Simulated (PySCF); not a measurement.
Species: PF3.
SMILES with atom numbers: `[F:1][P:2]([F:3])[F:4]`

The closed-shell ground state was solved at several levels (PySCF, density fitting, gas phase, non-relativistic). Geometry: PBE0-D3(BJ)/def2-SVP; no solvent, vibrations or thermal averaging.

| level | basis functions | total energy (Eh) | HOMO (eV) | LUMO (eV) | gap (eV) | dipole (D) |
| --- | --- | --- | --- | --- | --- | --- |
| PBE0/pcSseg-1 | 75 | -640.5201 | -9.42 | -0.23 | 9.19 | 1.36 |
| CAM-B3LYP/def2-SVPD | 93 | -640.6030 | -11.04 | 0.50 | 11.54 | 1.37 |

What might mPW1PW91/pcSseg-2 (151 basis functions) give for the same quantities?

Total energy -641.0816 Eh, HOMO -9.50 eV, LUMO -0.52 eV, gap 8.98 eV, dipole 1.32 D.

Over all these levels, which gives the widest orbital gap and which the narrowest?

CAM-B3LYP/def2-SVPD (range-separated hybrid) has the widest, 11.54 eV, and mPW1PW91/pcSseg-2 (global hybrid, 25 % exact exchange) the narrowest, 8.98 eV. Functional and basis both differ between the two, so the spread mixes both effects.

How far do the dipole and the HOMO energy spread over the levels?

The dipole runs from 1.32 to 1.37 D (mean 1.35 D) and the HOMO from -11.04 to -9.42 eV.
